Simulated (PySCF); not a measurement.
## Excitation energies in several basis sets

Compound: C4H9Cl.
Structure used (PBE0-D3(BJ)/def2-SVP), in Å, numbered top down from 1:
```xyz
14
C4H9Cl angstrom
C     -1.2793    0.6960    0.0439
C      0.0305   -0.0205    0.3263
C      1.2249    0.7678   -0.1844
C      0.0219   -1.4417   -0.2110
Cl     0.2000   -0.1353    2.1448
H     -1.4242    0.7893   -1.0448
H     -2.1297    0.1381    0.4612
H     -1.2779    1.7043    0.4819
H      1.2449    1.7767    0.2518
H      2.1670    0.2616    0.0702
H      1.1659    0.8631   -1.2809
H     -0.0799   -1.4234   -1.3084
H     -0.8188   -2.0139    0.2065
H      0.9559   -1.9629    0.0428
```

TDDFT with PBE0 (PySCF), vertical singlets, core orbitals frozen in the response, spherical d and f functions. Geometry: PBE0-D3(BJ)/def2-SVP; no solvent, vibrations or thermal averaging.

```
      basis  functions  diffuse  S1 (eV)  S2 (eV)  S3 (eV)  S4 (eV)  S5 (eV)  LUMO (eV)  α (au)
     6-31G*         92       no     7.32     7.32     9.26     9.26     9.40       0.99    52.9
    6-31+G*        112      yes     7.11     7.11     7.62     7.62     8.42       0.32    60.5
   def2-SVP        119       no     7.42     7.42     8.56     8.57     9.46       1.13    54.1
  def2-SVPD        179      yes     7.13     7.13     7.79     7.79     8.97       0.49    65.5
aug-cc-pVDZ        200      yes     7.08     7.08     7.21     7.21     7.96      -0.16    66.6
  def2-TZVP        215       no     7.20     7.20     8.14     8.14     9.16       0.75    62.4
 def2-TZVPD        275      yes     7.01     7.01     7.44     7.44     8.40       0.15    66.8
```

Task: How much do these states and the polarisability depend on the basis?

Result: States are compared by their number. Against the largest diffuse basis here (def2-TZVPD, itself not a converged limit), sets without diffuse functions differ by up to 0.41 eV in S1 and 1.06 eV in S5; the smaller diffuse sets differ by up to 0.12 and 0.57 eV. State by state, the largest deviation of a set without diffuse functions is S1 0.41, S2 0.41, S3 1.81, S4 1.81, S5 1.06 eV. The same number needn't mean the same state in each row. Against def2-TZVPD the polarisability deviates by -21% in 6-31G*, -9% in 6-31+G*, -19% in def2-SVP, -2% in def2-SVPD, 0% in aug-cc-pVDZ, -7% in def2-TZVP. A single + in a Pople set puts diffuse functions on heavy atoms only.
